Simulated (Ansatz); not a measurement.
A made-up structure of CH$_{3}$BLi, doublet:

Li1  (-1.576, -0.101, 0.545)
C2  (0.046, -0.874, -0.199)
B3  (0.314, 0.513, -0.006)
H4  (-3.037, -0.240, 1.157)
H5  (1.372, 1.014, -0.281)
H6  (-0.518, 1.301, 0.457)
(Å)

It is relaxed with PBE-D4/def2-SVP and then PBE0-D4/def2-TZVP (Ansatz 0.2.0). Atoms count as bonded within 1.22 times the sum of their covalent radii (H–H: 0.88 Å). The end point is not checked to be a true minimum.

(1) Does its bonding change? (Judge from chemistry; the calculation decides.)

Results:

(1) Computed: Yes. Formed: Li1–H5, C2–H4; broken: Li1–H4, Li1–H6.

Where it ends: The first stage lowers the energy by 4.71 eV in 28 steps. It ends as CH₃BLi ([H]1[Li]2[CH][BH]12):
Li1  (-1.095, -0.447, -1.135)
C2  (-1.088, -0.244, 0.799)
B3  (-0.160, 0.711, 0.292)
H4  (-1.594, -0.708, 1.629)
H5  (0.079, 0.844, -0.914)
H6  (0.458, 1.458, 1.004)
(Å)

Labels in which every atom is bracketed show which atoms are joined, not bond orders.

For scale, one of the runs: PBE0-D4/def2-TZVP relaxation, 94 basis functions, launched by `ansatz run in.yaml --threads 2 --pin off --events-out ev --progress --plain --max-ram 4352MiB`. Hardware: 2 CPU threads of an Intel Xeon 6975P-C, shared host. Wall time about 9 s.
